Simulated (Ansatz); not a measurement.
One change: `CC(N)(O)C=S` becomes `CC(N)O`.

Ansatz, PBE0-D4/def2-TZVP geometries, multiplicity 1. Each molecule was computed in one conformer, which needn't be the lowest.

```
                                          property  `CC(N)(O)C=S`
                 LUMO energy (PBE/def2-TZVPP) / eV          -3.43
              HOMO–LUMO gap (PBE0/def2-TZVPP) / eV           4.58
    size of the dipole moment (PBE/def2-TZVPP) / D           1.24
               HOMO–LUMO gap (PBE/def2-TZVPP) / eV           2.34
               LUMO energy (B3LYP/def2-TZVPP) / eV          -2.69
size of the dipole moment (ωB97M-V/def2-TZVPP) / D           1.16
```

Problem. Give the same properties after the change, and the shifts. (An estimate is asked.)

Solution. Ansatz gave: 
| property | `CC(N)O` | shift |
| --- | --- | --- |
| LUMO energy (PBE/def2-TZVPP) / eV | -0.02 | 3.41 |
| HOMO–LUMO gap (PBE0/def2-TZVPP) / eV | 8.02 | 3.44 |
| size of the dipole moment (PBE/def2-TZVPP) / D | 1.48 | 0.24 |
| HOMO–LUMO gap (PBE/def2-TZVPP) / eV | 5.61 | 3.27 |
| LUMO energy (B3LYP/def2-TZVPP) / eV | 0.42 | 3.11 |
| size of the dipole moment (ωB97M-V/def2-TZVPP) / D | 1.53 | 0.37 |

With PBE0 the HOMO falls by 0.14 eV and the LUMO rises by 3.30 eV, so the gap widens by about 3.44 eV. PBE moves the HOMO by 0.13 eV and ωB97M-V by -0.38 eV. Dipoles are sizes alone; their direction can turn.

B3LYP here is the variant with VWN-RPA as its local correlation; programs differ in this.
